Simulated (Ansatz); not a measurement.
# BH2SF (SMILES FBS) at HF/STO-3G

What is the vertical singlet–triplet gap of BH2SF at HF/STO-3G? 

Program for the calculation: Ansatz 0.2.0.

59 further runs of the same task are left out: 59 set aside as unsound or not needed.

## Step 1: The structure to begin with

BH2SF has 5 atoms, charge 0, and is taken as a singlet. SMILES: `FBS`. The coordinates come from a PBE0-D4/def2-TZVP relaxation. This is one conformer, not always the lowest.

Bond lengths: F1–B2 1.322 Å, B2–S3 1.794 Å, B2–H4 1.194 Å, S3–H5 1.342 Å. Angles: F1–B2–S3 117.9°, F1–B2–H4 119.5°, S3–B2–H4 122.6°, B2–S3–H5 94.9°.

## Step 2: The energy at HF/STO-3G

in.yaml

```yaml
crystal:
  periodic: [false, false, false]
  atoms:
    - symbol: F
      position_ang: [-1.119100, -0.905900, -1.069200]
    - symbol: B
      position_ang: [-0.412800, -0.339100, -0.106100]
    - symbol: S
      position_ang: [0.972400, 0.698600, -0.579400]
    - symbol: H
      position_ang: [-0.712000, -0.530900, 1.033700]
    - symbol: H
      position_ang: [1.321400, 1.003700, 0.679600]
basis:
  gaussian:
    orbitals: STO-3G
accuracy: high
hamiltonian:
  xc: hf
output:
  orbitals: {seedname: orbitals}
```

Launch:

```bash
$ ansatz run in.yaml --threads 1 --pin off --max-ram 2610MiB --events-out events.jsonl --progress --plain --runs-dir runs
```

Log:

```text
Warning: RAYON_NUM_THREADS=1 ignored (pool sized by the plan → 1); use --threads N
Functional definition: HF
  name "HF"
  exchange = exact_x
  correlation = 0
371 factors; integrals over basis functions are off by at most 2.9e-8 eV
mean field evaluation 1: about -14061.4238 eV, gradient 2.3e1 eV
mean field evaluation 2: about -14061.4759 eV, gradient 2.3e1 eV
mean field evaluation 4: about -14063.4858 eV, gradient 1.2e0 eV
mean field evaluation 8: about -14063.4918 eV, gradient 3.7e-6 eV
mean field -14063.49182403 eV, -516.8237919559 hartree, gradient 8.2e-9 eV, S^2 0.000000; 0 other end points of the search recorded, 0 dependent functions left out
reference -14063.49182403 eV, -516.8237919559 hartree; 16, 16 occupied and 5, 5 virtual orbitals, 371 factors
Total energy: -14063.49182403 eV, -516.8237919559 hartree
```

Wall time 0.12 s (1 thread of Arm Neoverse V1, shared host).

## Step 3: The triplet

job.yaml

```yaml
crystal:
  periodic: [false, false, false]
  atoms:
    - {symbol: F, position_ang: [-1.119100, -0.905900, -1.069200]}
    - {symbol: B, position_ang: [-0.412800, -0.339100, -0.106100]}
    - {symbol: S, position_ang: [0.972400, 0.698600, -0.579400]}
    - {symbol: H, position_ang: [-0.712000, -0.530900, 1.033700]}
    - {symbol: H, position_ang: [1.321400, 1.003700, 0.679600]}
basis:
  gaussian:
    orbitals: STO-3G
accuracy: high
output: {orbitals: {seedname: orbitals}}
magnetization:
  spin_polarized: true
  initial_magnetization: 2
total_charge: 0
hamiltonian:
  xc: hf
```

Launch:

```bash
$ ansatz run job.yaml --threads 1 --pin off --max-ram 2610MiB --events-out events.jsonl --progress --plain --runs-dir runs
```

Log:

```text
Warning: RAYON_NUM_THREADS=1 ignored (pool sized by the plan → 1); use --threads N
[... 4 set-up lines as earlier in the session ...]
371 factors; integrals over basis functions are off by at most 2.9e-8 eV
mean field evaluation 1: about -14055.7937 eV, gradient 1.3e1 eV
mean field evaluation 2: about -14055.8853 eV, gradient 1.3e1 eV
mean field evaluation 4: about -14057.4947 eV, gradient 1.1e0 eV
mean field evaluation 8: about -14057.5162 eV, gradient 2.1e-2 eV
mean field evaluation 16: about -14055.6443 eV, gradient 6.0e0 eV
mean field evaluation 32: about -14056.4549 eV, gradient 3.1e-1 eV
mean field evaluation 64: about -14056.4925 eV, gradient 4.3e-2 eV
mean field -14057.51616133 eV, -516.6041904022 hartree, gradient 2.1e-8 eV, S^2 2.014225; 0 other end points of the search recorded, 0 dependent functions left out
reference -14057.51616133 eV, -516.6041904022 hartree; 17, 15 occupied and 4, 6 virtual orbitals, 371 factors
Total energy: -14057.51616133 eV, -516.6041904022 hartree
```

Run time: 0.38 s. Hardware: 1 thread of Arm Neoverse V1, shared host.

## Step 4: What came out

At HF/STO-3G:

```
                                        quantity          value
                           singlet: total energy  -516.82379 Eh
                            singlet: HOMO energy       -8.00 eV
                            singlet: LUMO energy        7.90 eV
                          singlet: HOMO–LUMO gap       15.89 eV
                           triplet: total energy  -516.60419 Eh
     triplet: HOMO energy (highest over α and β)       -1.94 eV
      triplet: LUMO energy (lowest over α and β)        1.75 eV
                                   triplet: ⟨S²⟩          2.014
vertical energy of the triplet above the singlet       5.976 eV
```

In words: At this shape the triplet lies 5.98 eV (577 kJ/mol) above the singlet. In a minimal basis such a difference can be off by several eV, whatever the method.
